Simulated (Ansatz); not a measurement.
# CH4SSi: the cost of one run

Computed with Ansatz 0.2.0, driven from Python. Level of theory: PBE/def2-SVPD.

**1. Starting point**

Bond lengths: C1–Si2 1.776 Å, C1–S3 1.642 Å, Si2–S3 2.196 Å, C1–H4 1.086 Å, C1–H5 1.142 Å, Si2–H6 1.493 Å, Si2–H7 1.508 Å. Angles: C1–Si2–S3 47.4°, C1–Si2–H6 121.2°, C1–Si2–H7 118.9°, S3–Si2–H6 106.7°, S3–Si2–H7 107.3°, H6–Si2–H7 119.4°, Si2–C1–S3 79.8°, Si2–C1–H4 115.3°, Si2–C1–H5 115.4°, S3–C1–H4 119.9°, S3–C1–H5 114.9°, H4–C1–H5 109.2°, C1–S3–Si2 52.8°.

ch4ssi.xyz, read by the script:

```xyz
7

C    -0.68250   -0.21610   -0.52970
Si    0.73880    0.39640    0.34180
S    -0.57720   -1.33030    0.67220
H    -0.50360   -0.51250   -1.55920
H    -1.60790    0.45240   -0.48720
H     0.59290    1.28290    1.53460
H     2.10070   -0.14070   -0.01820
```

**2. Script**

field.py reads:

```python
"""Dipole of CH4SSi in the field of point charges."""

import logging
import sys

import ansatz as az
import numpy as np

logging.basicConfig(stream=sys.stdout, format="%(levelname)s %(message)s")
log = logging.getLogger("ch4ssi")
log.setLevel(logging.INFO)

BASIS = "def2-SVPD"
FUNCTIONAL = "pbe"


def main() -> None:
    molecule = az.Crystal.molecule_from_extxyz("ch4ssi.xyz")

    job = molecule.calculation()
    job = job.basis(gaussian=BASIS)
    job = job.functional(FUNCTIONAL)
    job = job.forces()
    # charges +q and -q at -R and +R make a nearly even field 2 k q / R^2 at the centre
    centre = np.mean([site.position_ang for site in molecule.cartesian_sites], axis=0)
    field = 2 * 14.399645 * 4.0 / 30.0 ** 2


    def dipole(axis, sign):
        arm = 30.0 * np.eye(3)[axis]
        pair = [{"charge": sign * 4.0, "position_ang": (centre - arm).tolist()}, {"charge": -sign * 4.0, "position_ang": (centre + arm).tolist()}]
        deck = job.input().set(az.key.basis.gaussian.point_charges, pair)
        return np.array(az.Session.from_dict(deck).plan().execute().report["charge_distribution"]["dipole_moment_e_ang"])


    log.info(f"field {field:.4f} V/A")
    alpha = np.array([(dipole(axis, 1) - dipole(axis, -1)) / (2 * field) * 14.399645 for axis in range(3)])
    log.info("polarisability tensor (A^3)")
    print(np.array2string(alpha, precision=3, suppress_small=True))
    log.info(f"mean {np.trace(alpha) / 3:.3f} A^3 = {np.trace(alpha) / 3 / 0.14818471:.2f} bohr^3")


if __name__ == "__main__":
    main()
```

**3. Launch**

Launch:

```bash
$ python field.py
```

Q: Estimate wall time and peak memory on 1 thread of Arm Neoverse V2, shared host.

About 14 s, with a peak of 0.2 GiB.
